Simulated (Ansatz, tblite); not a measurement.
# The cluster CGe₂: a ladder of methods and basis sets

The task here is to estimate one member of a computed series from the others.

Method: as each input shows; program: Ansatz 0.2.0, Gaussian basis.

Levels to be run: GFN1-xTB, GFN2-xTB, PBE-D4/def2-TZVP, r2SCAN-D4/def2-TZVP, HSE06-D4/def2-TZVP, BLYP-D4/def2-TZVP, HF/def2-TZVP, B3LYP-D4/def2-TZVP, ωB97M-V/def2-TZVP, PBE-D4/def2-SVP, PBE0-D4/def2-SVP, HF/STO-3G, HF/6-31G, B3LYP-D4/6-31G, PBE0-D4/def2-TZVPD, PBE-D4/def2-TZVPD, r2SCAN-D4/def2-TZVPD, CCSD(T)/def2-TZVPP, MP2/def2-TZVP, RPA/def2-TZVP.

## The structure

The singlet was relaxed beforehand with r2SCAN-D4/def2-TZVP. At that level it is the lowest of the isomers that a small search found.

3 atoms, charge 0, spin multiplicity 1.

Bond lengths: Ge1–C3 1.779 Å, Ge2–C3 1.779 Å. Angles: Ge1–C3–Ge2 123.9°.

PBE0-D4/def2-TZVP was run before; its log isn't repeated, and its numbers join the tables.

The first run:

Tight binding, by tblite at 300 K electronic temperature and without a spin-polarisation term:

```python
tblite.interface.Calculator('GFN1-xTB', numbers, positions, charge=0, uhf=0).singlepoint()
```

Tight binding, by tblite at 300 K electronic temperature and without a spin-polarisation term:

```python
tblite.interface.Calculator('GFN2-xTB', numbers, positions, charge=0, uhf=0).singlepoint()
```

start.molden holds the orbitals of an earlier run on this state, given as this run's starting guess.

in.yaml

```yaml
crystal:
  periodic: [false, false, false]
  atoms:
    - {symbol: Ge, position_ang: [-0.197010, 1.408999, 0.719597]}
    - {symbol: Ge, position_ang: [-0.204160, -1.191319, -1.039727]}
    - {symbol: C, position_ang: [0.401171, -0.217690, 0.320130]}
basis:
  gaussian: {orbitals: def2-TZVP, initial_orbitals: start.molden}
hamiltonian: {xc: pbe, dispersion: d4}
scf: {omitted_lower_state_checks: [starts]}
output: {orbitals: {seedname: orbitals}}
```

Command:

```bash
$ ansatz run in.yaml --threads 4 --pin off --events-out ev --progress --plain --max-ram 3916MiB
```

Steps of the session up to this table: PBE-D4/def2-TZVP; r2SCAN-D4/def2-TZVP; HSE06-D4/def2-TZVP; BLYP-D4/def2-TZVP; HF/def2-TZVP; B3LYP-D4/def2-TZVP; ωB97M-V/def2-TZVP; PBE-D4/def2-SVP; PBE0-D4/def2-SVP; HF/STO-3G; HF/6-31G; B3LYP-D4/6-31G; PBE0-D4/def2-TZVPD; PBE-D4/def2-TZVPD; r2SCAN-D4/def2-TZVPD; CCSD(T)/def2-TZVPP; MP2/def2-TZVP; RPA/def2-TZVP.

One table of the session follows, with a row left open; its other results are not shown here.

| level | HOMO (eV) | gap (eV) |
| --- | --- | --- |
| HF/STO-3G | ? | ? |
| HF/6-31G | -8.80 | 8.95 |
| HF/def2-TZVP | -8.84 | 9.26 |
| PBE-D4/def2-SVP | -5.90 | 2.69 |
| PBE-D4/def2-TZVP | -5.87 | 2.67 |
| PBE-D4/def2-TZVPD | -5.90 | 2.66 |
| BLYP-D4/def2-TZVP | -5.73 | 2.66 |
| r2SCAN-D4/def2-TZVP | -6.16 | 2.95 |
| r2SCAN-D4/def2-TZVPD | -6.17 | 2.95 |
| B3LYP-D4/6-31G | -6.72 | 3.98 |
| B3LYP-D4/def2-TZVP | -6.74 | 4.07 |
| PBE0-D4/def2-SVP | -6.99 | 4.46 |
| PBE0-D4/def2-TZVP | -6.94 | 4.43 |
| PBE0-D4/def2-TZVPD | -6.96 | 4.43 |
| HSE06-D4/def2-TZVP | -6.55 | 3.68 |
| ωB97M-V/def2-TZVP | -8.95 | 8.29 |

**Question.** Estimate the row for HF/STO-3G.

As computed: HOMO (eV): -5.21; gap (eV): 9.75. In the column «HOMO (eV)» it is the highest.
